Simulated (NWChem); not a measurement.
## Correlation energy of Li2

```xyz
2

Li     0.0000     0.0000     1.3936
Li     0.0000     0.0000    -1.3936
```
Charge 0, spin multiplicity 1.

Everything below was run with NWChem. All single points use one geometry, from PBE0/def2-SVP, a minimum by its harmonic frequencies.

Basis set: cc-pVTZ. Each correlation energy counts from its own Hartree-Fock reference.

The correlated methods freeze no orbitals. The structure started from a generated list of species. No row is a measurement; the coupled-cluster row has its own basis-set and correlation limits.

For the correlation energy, CCSD+T(CCSD) gives -59.0 mHa and CR-CCSD[T] gives -58.9 mHa. What do SCS-MP2, MP2, CCSD give?

SCS-MP2: -52.9 mHa; MP2: -44.3 mHa; CCSD: -58.7 mHa.
